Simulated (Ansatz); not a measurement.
Mulliken charges of ClF3 from r2SCAN/def2-TZVPP in Ansatz (PBE0-D4/def2-TZVP geometry).

```csv
atom,x (Å),y (Å),z (Å),charge (e)
Cl1,0.000,0.000,0.352,0.645
F2,0.000,0.000,-1.243,-0.095
F3,0.000,1.692,0.278,-0.275
F4,0.000,-1.692,0.278,-0.275
```

Problem. By hand: the dipole of these point charges (1 e Å = 4.8032 D).

Solution. Σ q r = (0.000, 0.000, 0.192) e Å, of length 0.192 e Å = 0.92 D.

Problem. How does the dipole of the full density compare? (Estimate.)

Solution. The calculation gave: (0.000, 0.000, 0.122) e Å, 0.59 D; the point charges give 1.56 times that, at 0° from its direction.

Point charges leave out the atoms' own dipoles, such as those of lone pairs, and Mulliken's split depends on the basis, so the two needn't agree.
